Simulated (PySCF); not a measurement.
## One molecule, many functionals

Species: CH₈BP.
Cartesian coordinates in Å at the PBE0-D3(BJ)/def2-SVP level; atoms count from 1:
```
atom  x, y, z in Å
C1    -1.407    0.586    0.021
B2    -0.368   -0.608    0.329
P3     1.423   -0.117   -0.265
H4    -2.405    0.273    0.371
H5    -1.175    1.528    0.547
H6    -1.514    0.820   -1.052
H7    -0.145   -0.842    1.514
H8    -0.528   -1.645   -0.308
H9     1.638    0.168   -1.638
H10    2.049    1.024    0.303
H11    2.439   -1.080   -0.056
```

Linear-response calculations in the def2-SVPD basis (PySCF; singlets by full response, triplets Tamm–Dancoff, core orbitals frozen in the response; HF means time-dependent Hartree–Fock). 'Strongest' is the level of largest summed f among the singlets computed (10 roots, of which the last may lack a degenerate partner); it can jump between rows when another state enters that window. S1 is the lowest singlet of each run and needn't be the same state throughout; f(S1) is that of one state. Isolated species at its PBE0-D3(BJ)/def2-SVP geometry, gas phase.

```tsv
functional	kind	S1 (eV)	f(S1)	strongest (eV)	T1 (eV)	HOMO (eV)	gap (eV)	ionisation energy, ΔSCF (eV)
LDA	LDA	6.00	0.001	6.81	5.96	-6.74	5.99	9.97
PBE	GGA	6.12	0.001	6.88	6.06	-6.74	6.11	9.96
B3LYP	global hybrid, 20% exact exchange	6.79	0.001	7.48	6.64	-7.86	7.68	10.28
PBE0	global hybrid, 25% exact exchange	6.99	0.003	7.63	6.67	-8.02	8.14	10.23
BHandHLYP	global hybrid, 50% exact exchange	7.70	0.007	8.57	7.08	-9.29	9.96	10.41
CAM-B3LYP	range-separated hybrid	7.38	0.008	7.84	6.94	-9.43	10.23	10.39
wB97X-D	range-separated hybrid	7.45	0.009	8.06	7.01	-9.91	11.67	10.36
LC-wPBE	range-separated hybrid	7.95	0.018	8.81	7.14	-10.75	12.64	10.50
HF	Hartree–Fock	8.57	0.045	9.20	7.46	-11.27	13.48	not settled
```

S1 runs from 6.00 eV (LDA) to 8.57 eV (HF), a spread of 2.57 eV, while the orbital gap spreads over 7.5 eV. Along PBE (0%), B3LYP (20%), PBE0 (25%), BHandHLYP (50%), HF (100%) S1 rises with the share of exact exchange. −ε(HOMO) comes closest to its own ΔSCF ionisation energy with LC-wPBE (+0.25 eV) and misses most with LDA (-3.23 eV). 'Not settled' means that the ion's SCF failed to converge or may have ended in another state than the lowest.

Without π bonds the low states are Rydberg-like; a valence basis with one diffuse set may place them up to an eV too high.
